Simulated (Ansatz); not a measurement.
The first iterations of a band of BH4N + H4Si (11 atoms, charge 0, multiplicity 1).

All numbers below come from RKS PBE-D4/6-31G* (Ansatz).

```json
{"movable images": "5", "climbing image": "yes", "spring": "5.0 eV/Å²", "optimiser": "quadratic models (default)", "start path": "straight line", "force threshold": "0.05 eV/Å", "iteration limit": "60", "end points": "relaxed"}
```

Image 0:

```xyz
11
Properties=species:S:1:pos:R:3
B -0.206 -0.760 -0.524
H -0.255 -1.597 0.342
N 0.994 -0.066 -0.722
H 1.835 -0.230 -0.170
H 1.117 0.653 -1.433
H -1.148 -0.498 -1.230
Si 0.413 2.649 1.359
H 0.302 3.886 2.200
H 1.453 2.883 0.304
H -0.908 2.366 0.716
H 0.827 1.502 2.228
```

Image 6:

```xyz
11
Properties=species:S:1:pos:R:3
B 0.358 0.380 -0.271
H -0.290 -0.263 3.145
N 1.525 -0.009 -0.937
H 1.780 -0.983 -1.098
H 2.208 0.648 -1.312
H -0.375 -0.497 0.123
Si -0.055 2.346 -0.015
H -0.144 2.721 1.441
H 0.998 3.237 -0.630
H -1.372 2.735 -0.633
H -0.207 0.474 3.259
```

| iteration | highest image above the first end (eV) | largest band force component (eV/Å) |
| --- | --- | --- |
| 1 | 14.270 | 30.058 |
| 2 | 7.372 | 4.518 |
| 3 | 5.558 | 3.284 |
| 4 | 4.383 | 2.991 |
| 5 | 3.521 | 1.933 |
| 6 | 2.764 | 2.134 |
| 7 | 2.270 | 1.858 |

Does the band converge within its limit, and where does its top end?

It converged. It ended after 21 iterations with the highest image 1.424 eV above the first end. Neighbouring images differ by up to 1.2 eV, so the band resolves the path poorly. Another band between the same ends (5 images) ends at a top of the same energy, where a vibrational analysis finds 1 clearly imaginary mode. The orbitals stay closed-shell, which can raise the energy where a bond breaks towards radicals; this wasn't checked here.

The run took 3.8 min on 1 thread of Arm Neoverse V1, on a shared host, peak memory 0.13 GiB.
